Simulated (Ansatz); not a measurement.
# AlH₂+ (triplet): from Hartree-Fock to the top rungs at angle H2–Al1–H3 = 180.0°, aug-cc-pVTZ

Aim: climb from Hartree-Fock through coupled cluster and multireference methods for AlH₂+ (triplet) at one geometry and basis, and see what each rung misses.

Method: aug-cc-pVTZ, core rule «outside noble gas», up to 5 orbitals frozen; program: Ansatz 0.2.0, Gaussian basis.

Plan: UHF; CCSD(T) on ROHF; CCSD(T) on UHF; BCCD(T) on ROHF; CCSDT(Q) on ROHF; CCSDT(Q) on UHF; CASSCF and NEVPT2, 4 electrons in 6 orbitals; Full CI.

14 further runs of the same task are left out: 9 that didn't finish, 5 set aside as unsound or not needed.

### Step 1. What is computed

The geometry derives from a PBE0/def2-TZVP stationary point (not a proven minimum). One angle is set to the value named; bond lengths are kept.

3 atoms, charge 1, spin multiplicity 3.

Atoms are counted from 1 here; the program's logs count them from 0.

Bond lengths: Al1–H2 1.722 Å, Al1–H3 1.722 Å. Angles: H2–Al1–H3 180.0°.

In the tables R marks a restricted open-shell determinant and U an unrestricted one; 'valence' is the active space of 4 electrons in 6 orbitals; energies count from the table's Hartree-Fock row.

### Step 2. UHF

Contents of in.yaml:

```yaml
crystal:
  periodic: [false, false, false]
  atoms:
    - {symbol: Al, position_ang: [0.000000, 0.000000, 0.000000]}
    - {symbol: H, position_ang: [0.000000, 0.000000, -1.722208]}
    - {symbol: H, position_ang: [0.000000, 0.000000, 1.722208]}
basis:
  gaussian: {orbitals: aug-cc-pVTZ}
total_charge: 1
magnetization: {spin_polarized: true, initial_magnetization: 2}
hamiltonian: {xc: hf}
output: {orbitals: {seedname: orbitals}}
```

Started as:

```
$ ansatz run in.yaml --threads 1 --pin off --events-out ev --progress --plain --max-ram 2393MiB
```

The log of the run:

```text
Functional definition: HF
  name "HF"
  cite "Fock, Z. Phys. 61, 126 (1930) doi:10.1007/BF01340294"
  parent pbe
  exchange = exact_x
  correlation = 0
542 factors; their error is unknown
mean field evaluation 1: about -6601.2651 eV, gradient 5.3e0 eV
mean field evaluation 2: about -6601.6798 eV, gradient 2.4e0 eV
mean field evaluation 4: about -6601.8139 eV, gradient 1.2e-1 eV
mean field evaluation 8: about -6601.9067 eV, gradient 6.0e-5 eV
mean field evaluation 16: about -6601.9211 eV, gradient 3.4e-1 eV
mean field evaluation 32: about -6600.7733 eV, gradient 5.5e0 eV
mean field evaluation 64: about -6600.9131 eV, gradient 3.1e0 eV
mean field -6601.92362484 eV, -242.6162182682 hartree, gradient 1.2e-5 eV, S^2 2.084164; 3 other end points of the search recorded, 0 dependent functions left out
reference -6601.92362484 eV, -242.6162182682 hartree; 8, 6 occupied and 88, 90 virtual orbitals, 542 factors
Total energy: -6601.92362484 eV, -242.6162182682 hartree
```

Run time: 1.5 s. Hardware: 1 thread of Arm Neoverse V2, shared host.

From the report: ⟨S²⟩ of the determinant 2.084 (pure triplet: 2.00).

### Step 3. CCSD(T) on ROHF

in.yaml, as its differences from that of step 2:

```diff
@@ -9,4 +9,3 @@
 total_charge: 1
-magnetization: {spin_polarized: true, initial_magnetization: 2}
-hamiltonian: {xc: hf}
-output: {orbitals: {seedname: orbitals}}
+magnetization: {spin_polarized: false, initial_magnetization: 2}
+correlation: {method: ccsd_t, electrons: outside_noble_gas}
```

Same command.

The log of the run, cut to the lines that bear on the results:

```text
Functional definition: HF
  name "HF"
  cite "Fock, Z. Phys. 61, 126 (1930) doi:10.1007/BF01340294"
  parent pbe
[...]
554 factors; integrals over basis functions are off by at most 1.6e-3 eV
[...]
mean field -6601.82398744 eV, -242.6125566615 hartree, gradient 2.3e-6 eV, S^2 2.000000; 2 other end points of the search recorded, 0 dependent functions left out
[...]
determinant -6601.82398744 eV, -242.6125566615 hartree, with singles and doubles -6603.66700893 eV, -242.6802864519 hartree
determinant -6600.42774872 eV, -242.5612458348 hartree, with singles and doubles -6602.92887916 eV, -242.6531606832 hartree
determinant -6598.44745881 eV, -242.4884715231 hartree, with singles and doubles -6600.92329590 eV, -242.5794568577 hartree
5 core orbitals not correlated: weight in the atoms' cores, before any rotation towards them, 1.000 or more for the frozen orbitals, at most 0.000 for the correlated occupied ones
reference -6601.82398744 eV, -242.6125566615 hartree; 3, 1 occupied and 88, 90 virtual orbitals, 554 factors
second order -1.26934183 eV of doubles, -0.06316305 eV of singles
cycle   1  -1.76821598 eV  change   -8.9e-2 eV  update   2.3e-2
[...]
cycle   9  -1.78966824 eV  change    2.0e-6 eV  update   3.4e-6
perturbative correction -0.04188135 eV, -0.0015391111 hartree
Total energy: -6603.65553703 eV, -242.6798648673 hartree
```

Run time: 4.4 s. Hardware: 1 thread of Arm Neoverse V2, shared host; peak memory 0.38 GiB.

From the report: correlation -1.8315 eV; T1 0.029; largest double amplitude 0.11.

### Step 4. CCSD(T) on UHF

in.yaml, as its differences from that of step 3:

```diff
@@ -9,3 +9,3 @@
 total_charge: 1
-magnetization: {spin_polarized: false, initial_magnetization: 2}
+magnetization: {spin_polarized: true, initial_magnetization: 2}
 correlation: {method: ccsd_t, electrons: outside_noble_gas}
```

The command is unchanged.

The log of the run, cut to the lines that bear on the results:

```text
Functional definition: HF
  name "HF"
  cite "Fock, Z. Phys. 61, 126 (1930) doi:10.1007/BF01340294"
  parent pbe
[...]
554 factors; integrals over basis functions are off by at most 1.6e-3 eV
[...]
mean field -6601.92378697 eV, -242.6162242263 hartree, gradient 1.7e-6 eV, S^2 2.084165; 9 other end points of the search recorded, 0 dependent functions left out
determinant -6601.92378697 eV, -242.6162242263 hartree, with singles and doubles -6603.62447747 eV, -242.6787234497 hartree
determinant -6601.90688348 eV, -242.6156030348 hartree, with singles and doubles -6603.66358277 eV, -242.6801605430 hartree
determinant -6600.78371532 eV, -242.5743273662 hartree, with singles and doubles -6602.93483932 eV, -242.6533797149 hartree
determinant -6598.71374116 eV, -242.4982572190 hartree, with singles and doubles -6600.93058456 eV, -242.5797247113 hartree
determinant -6601.92378697 eV, -242.6162242263 hartree, with singles and doubles -6603.60985712 eV, -242.6781861615 hartree
determinant -6601.90688348 eV, -242.6156030348 hartree, with singles and doubles -6603.61497235 eV, -242.6783741429 hartree
5 core orbitals not correlated: weight in the atoms' cores, before any rotation towards them, 1.000 or more for the frozen orbitals, at most 0.000 for the correlated occupied ones
reference -6601.90688348 eV, -242.6156030348 hartree; 3, 1 occupied and 88, 90 virtual orbitals, 554 factors
second order -1.24092735 eV of doubles, -0.00000000 eV of singles
cycle   1  -1.70808961 eV  change   -7.5e-7 eV  update   9.7e-7
perturbative correction -0.04108134 eV, -0.0015097114 hartree
Total energy: -6603.65605443 eV, -242.6798838816 hartree
```

It took 12 s on 1 thread of Arm Neoverse V2, shared host; peak memory 0.48 GiB.

From the report: ⟨S²⟩ of the determinant 2.007 (pure triplet: 2.00); correlation -1.7492 eV; T1 0.021; largest double amplitude 0.10.

### Step 5. BCCD(T) on ROHF

in.yaml, as its differences from that of step 4:

```diff
@@ -9,3 +9,3 @@
 total_charge: 1
-magnetization: {spin_polarized: true, initial_magnetization: 2}
-correlation: {method: ccsd_t, electrons: outside_noble_gas}
+magnetization: {spin_polarized: false, initial_magnetization: 2}
+correlation: {method: bccd_t, electrons: outside_noble_gas}
```

The command is unchanged.

The log of the run, cut to the lines that bear on the results:

```text
Functional definition: HF
  name "HF"
  cite "Fock, Z. Phys. 61, 126 (1930) doi:10.1007/BF01340294"
  parent pbe
[...]
554 factors; integrals over basis functions are off by at most 1.6e-3 eV
[...]
mean field -6601.82398744 eV, -242.6125566615 hartree, gradient 2.3e-6 eV, S^2 2.000000; 2 other end points of the search recorded, 0 dependent functions left out
[...]
determinant -6601.82398744 eV, -242.6125566615 hartree, with singles and doubles -6603.66700893 eV, -242.6802864519 hartree
determinant -6600.42774872 eV, -242.5612458348 hartree, with singles and doubles -6602.92887916 eV, -242.6531606832 hartree
determinant -6598.44745881 eV, -242.4884715231 hartree, with singles and doubles -6600.92329590 eV, -242.5794568577 hartree
5 core orbitals not correlated: weight in the atoms' cores, before any rotation towards them, 1.000 or more for the frozen orbitals, at most 0.000 for the correlated occupied ones
reference -6601.82398744 eV, -242.6125566615 hartree; 3, 1 occupied and 88, 90 virtual orbitals, 554 factors
second order -1.26934183 eV of doubles, -0.06316305 eV of singles
cycle   1  -1.77307460 eV  change   -9.4e-2 eV  update   2.3e-2
[...]
cycle   9  -1.78780683 eV  change    2.6e-6 eV  update   3.6e-6
perturbative correction -0.04363064 eV, -0.0016033963 hartree
Total energy: -6603.65542491 eV, -242.6798607470 hartree
```

Wall time 5.5 s (1 thread of Arm Neoverse V2, shared host); peak memory 0.49 GiB.

From the report: correlation -1.8314 eV; largest double amplitude 0.11.

### Step 6. CCSDT(Q) on ROHF

in.yaml, as its differences from that of step 5:

```diff
@@ -10,2 +10,2 @@
 magnetization: {spin_polarized: false, initial_magnetization: 2}
-correlation: {method: bccd_t, electrons: outside_noble_gas}
+correlation: {method: ccsdt_q, electrons: outside_noble_gas}
```

Launched as before.

The log of the run, cut to the lines that bear on the results:

```text
Functional definition: HF
  name "HF"
  cite "Fock, Z. Phys. 61, 126 (1930) doi:10.1007/BF01340294"
  parent pbe
[...]
1072 factors; integrals over basis functions are off by at most 2.0e-7 eV
[...]
mean field -6601.82399015 eV, -242.6125567611 hartree, gradient 2.3e-6 eV, S^2 2.000000; 2 other end points of the search recorded, 0 dependent functions left out
[...]
determinant -6601.82399015 eV, -242.6125567611 hartree, with singles and doubles -6603.66701575 eV, -242.6802867024 hartree
determinant -6600.42775112 eV, -242.5612459232 hartree, with singles and doubles -6602.92888594 eV, -242.6531609325 hartree
determinant -6598.44746086 eV, -242.4884715984 hartree, with singles and doubles -6600.92330381 eV, -242.5794571484 hartree
5 core orbitals not correlated: weight in the atoms' cores, before any rotation towards them, 1.000 or more for the frozen orbitals, at most 0.000 for the correlated occupied ones
reference -6601.82399015 eV, -242.6125567611 hartree; 3, 1 occupied and 88, 90 virtual orbitals, 1072 factors
second order -1.26934728 eV of doubles, -0.06316307 eV of singles
cycle   1  -1.59180910 eV  change   -2.6e-1 eV  update   6.2e-2
[...]
cycle  13  -1.84463824 eV  change   -1.9e-7 eV  update   4.5e-7
perturbative correction -0.00050095 eV, -0.0000184097 hartree
Total energy: -6603.66912934 eV, -242.6803643756 hartree
```

Run time: 80 s. Hardware: 1 thread of Arm Neoverse V2, shared host; peak memory 1.2 GiB.

From the report: correlation -1.8451 eV; T1 0.030; largest double amplitude 0.11.

### Step 7. CCSDT(Q) on UHF

in.yaml, as its differences from that of step 6:

```diff
@@ -9,3 +9,3 @@
 total_charge: 1
-magnetization: {spin_polarized: false, initial_magnetization: 2}
+magnetization: {spin_polarized: true, initial_magnetization: 2}
 correlation: {method: ccsdt_q, electrons: outside_noble_gas}
```

Launched as before.

The log of the run, cut to the lines that bear on the results:

```text
Functional definition: HF
  name "HF"
  cite "Fock, Z. Phys. 61, 126 (1930) doi:10.1007/BF01340294"
  parent pbe
[...]
1072 factors; integrals over basis functions are off by at most 2.0e-7 eV
[...]
mean field -6601.92378979 eV, -242.6162243302 hartree, gradient 1.4e-6 eV, S^2 2.084165; 9 other end points of the search recorded, 0 dependent functions left out
determinant -6601.92378979 eV, -242.6162243302 hartree, with singles and doubles -6603.62448707 eV, -242.6787238022 hartree
determinant -6601.90688624 eV, -242.6156031361 hartree, with singles and doubles -6603.66359024 eV, -242.6801608172 hartree
determinant -6600.78371805 eV, -242.5743274665 hartree, with singles and doubles -6602.93484683 eV, -242.6533799912 hartree
determinant -6598.71374347 eV, -242.4982573039 hartree, with singles and doubles -6600.93059190 eV, -242.5797249807 hartree
determinant -6601.92378979 eV, -242.6162243302 hartree, with singles and doubles -6603.60985801 eV, -242.6781861942 hartree
determinant -6601.90688624 eV, -242.6156031361 hartree, with singles and doubles -6603.61497270 eV, -242.6783741556 hartree
5 core orbitals not correlated: weight in the atoms' cores, before any rotation towards them, 1.000 or more for the frozen orbitals, at most 0.000 for the correlated occupied ones
reference -6601.90688624 eV, -242.6156031361 hartree; 3, 1 occupied and 88, 90 virtual orbitals, 1072 factors
second order -1.24093272 eV of doubles, -0.00000000 eV of singles
cycle   1  -1.50399832 eV  change   -2.6e-1 eV  update   6.2e-2
[...]
cycle  13  -1.76235982 eV  change    1.5e-8 eV  update   4.4e-7
perturbative correction -0.00049098 eV, -0.0000180432 hartree
Total energy: -6603.66973704 eV, -242.6803867081 hartree
```

Run time: 91 s. Hardware: 1 thread of Arm Neoverse V2, shared host; peak memory 1.2 GiB.

From the report: ⟨S²⟩ of the determinant 2.007 (pure triplet: 2.00); correlation -1.7629 eV; T1 0.022; largest double amplitude 0.11.

### Step 8. CASSCF and NEVPT2, 4 electrons in 6 orbitals

in.yaml, as its differences from that of step 7:

```diff
@@ -9,3 +9,3 @@
 total_charge: 1
-magnetization: {spin_polarized: true, initial_magnetization: 2}
-correlation: {method: ccsdt_q, electrons: outside_noble_gas}
+magnetization: {spin_polarized: false, initial_magnetization: 2}
+correlation: {method: sc_nevpt2, electrons: outside_noble_gas, active_space: {window: {electrons: 4, orbitals: 6}, shells: [{species: Al, l: s, shell: 3}, {species: Al, l: p, shell: 3}, {species: H, l: s, shell: 1}]}}
```

Launched as before.

The log of the run:

```text
Functional definition: HF
  name "HF"
  cite "Fock, Z. Phys. 61, 126 (1930) doi:10.1007/BF01340294"
  parent pbe
  exchange = exact_x
  correlation = 0
1072 factors; integrals over basis functions are off by at most 2.0e-7 eV
mean field evaluation 1: about -6601.3029 eV, gradient 5.0e0 eV
mean field evaluation 2: about -6601.3059 eV, gradient 5.0e0 eV
mean field evaluation 4: about -6601.8094 eV, gradient 8.3e-1 eV
mean field evaluation 8: about -6601.8240 eV, gradient 5.0e-4 eV
mean field -6601.82399015 eV, -242.6125567611 hartree, gradient 2.3e-6 eV, S^2 2.000000; 0 other end points of the search recorded, 0 dependent functions left out
reference -6601.82399015 eV, -242.6125567611 hartree; 8, 6 occupied and 88, 90 virtual orbitals, 1072 factors
state -6602.90978356 eV, -242.6524589328 hartree
state -6602.90978356 eV, -242.6524589328 hartree; corrected -6603.44594652 eV, -242.6721625582 hartree
Total energy: -6603.44594652 eV, -242.6721625582 hartree
Checks for a lower state left out: starts, orbital_swaps
```

It took 2.1 s on 1 thread of Arm Neoverse V2, shared host.

From the report: 32 determinants; active occupations 1.90, 1.02, 0.96, 0.05, 0.05, 0.03.

### Step 9. Full CI

Contents of in.yaml:

```yaml
crystal:
  periodic: [false, false, false]
  atoms:
    - {symbol: Al, position_ang: [0.000000, 0.000000, 0.000000]}
    - {symbol: H, position_ang: [0.000000, 0.000000, -1.722208]}
    - {symbol: H, position_ang: [0.000000, 0.000000, 1.722208]}
basis:
  gaussian: {orbitals: aug-cc-pVTZ}
total_charge: 1
magnetization: {spin_polarized: false, initial_magnetization: 2}
correlation: {method: fci, electrons: outside_noble_gas}
```

Launched as before.

The log of the run:

```text
Functional definition: HF
  name "HF"
  cite "Fock, Z. Phys. 61, 126 (1930) doi:10.1007/BF01340294"
  parent pbe
  exchange = exact_x
  correlation = 0
1072 factors; integrals over basis functions are off by at most 2.0e-7 eV
mean field evaluation 1: about -6601.3029 eV, gradient 5.0e0 eV
mean field evaluation 2: about -6601.3059 eV, gradient 5.0e0 eV
mean field evaluation 4: about -6601.8094 eV, gradient 8.3e-1 eV
mean field evaluation 8: about -6601.8240 eV, gradient 5.0e-4 eV
mean field -6601.82399015 eV, -242.6125567611 hartree, gradient 2.3e-6 eV, S^2 2.000000; 0 other end points of the search recorded, 0 dependent functions left out
mean field evaluation 16: about -6601.9066 eV, gradient 1.2e-1 eV
mean field evaluation 32: about -6601.7226 eV, gradient 1.9e0 eV
5 core orbitals not correlated: weight in the atoms' cores, before any rotation towards them, 1.000 or more for the frozen orbitals, at most 0.000 for the correlated occupied ones
reference -6601.82399015 eV, -242.6125567611 hartree; 3, 1 occupied and 88, 90 virtual orbitals, 1072 factors
state -6603.66925836 eV, -242.6803691169 hartree
Total energy: -6603.66925836 eV, -242.6803691169 hartree
```

It took 38 s on 1 thread of Arm Neoverse V2, shared host; peak memory 0.51 GiB.

From the report: 2,142,738 determinants, symmetry B1u.

### Step 10. Natural occupations

Natural occupations of the FCI state about the gap (report; correlated orbitals 1 to 10): 1.900, 1.012, 0.960, 0.036, 0.036, 0.028, 0.006, 0.004, 0.004, 0.003. The count of effectively unpaired electrons, Σ n²(2 − n)², is 2.05; a single determinant of this spin has 2.

### Step 11. The ladder

The yardstick is full CI for this spin, exact in this basis with these frozen cores. Rows without a time come out of other runs: HF, MP2 and CCSD of CCSD(T), CCSDT of CCSDT(Q), CASSCF and MRCISD of the multireference runs.

Differences are taken before rounding.

```
        method  energy from the lowest RHF (meV)  from FCI (meV)   time
           RHF                               0.0         +1845.3       
           UHF                             -99.6         +1745.6  1.5 s
          RMP2                           -1332.5          +512.8       
          UMP2                           -1323.8          +521.4       
         RCCSD                           -1789.7           +55.6       
         UCCSD                           -1791.0           +54.3       
      RCCSD(T)                           -1831.5           +13.7  4.4 s
      UCCSD(T)                           -1832.1           +13.2   12 s
       BCCD(T)                           -1831.4           +13.8  5.5 s
        RCCSDT                           -1844.6            +0.6       
        UCCSDT                           -1845.3             0.0       
     RCCSDT(Q)                           -1845.1            +0.1   80 s
     UCCSDT(Q)                           -1845.7            -0.5   91 s
CASSCF valence                           -1085.8          +759.5       
NEVPT2 valence                           -1622.0          +223.3  2.1 s
           FCI                           -1845.3               0   38 s
```

Among the levels timed on like hardware and quicker than the yardstick, those that no quicker one beats, quickest first: UHF (1.5 s, +1745.6 meV); NEVPT2 valence (2.1 s, +223.3 meV); RCCSD(T) (4.4 s, +13.7 meV); UCCSD(T) (12 s, +13.2 meV).

### Step 12. Outcome

```
                         quantity                                                              value
         FCI below the RHF energy                                                         -1.8453 eV
                    RMP2 from FCI                                                         +512.8 meV
                    UMP2 from FCI                                                         +521.4 meV
                   RCCSD from FCI                                                          +55.6 meV
                RCCSD(T) from FCI                                                          +13.7 meV
                UCCSD(T) from FCI                                                          +13.2 meV
               RCCSDT(Q) from FCI                                                           +0.1 meV
               UCCSDT(Q) from FCI                                                           -0.5 meV
          NEVPT2 valence from FCI                                                         +223.3 meV
levels within 1 kcal/mol (43 meV)  RCCSD(T), UCCSD(T), BCCD(T), RCCSDT, UCCSDT, RCCSDT(Q), UCCSDT(Q)
                    T1 diagnostic                                                              0.029
   effectively unpaired electrons                                                               2.05
```

RCCSD(T) misses by +13.7 meV, 0.7 % of the correlation energy. One determinant dominates. Coupled cluster took another determinant than the lowest Hartree-Fock one. These misses are within one basis, not against nature; the frozen cores of restricted and unrestricted runs differ, which can shift their rows.

For cost: UCCSD(T) gets within 13.2 meV in 12 s, where FCI took 38 s; the quickest level in the cost chart, UHF, takes 1.5 s and misses by 1745.6 meV.
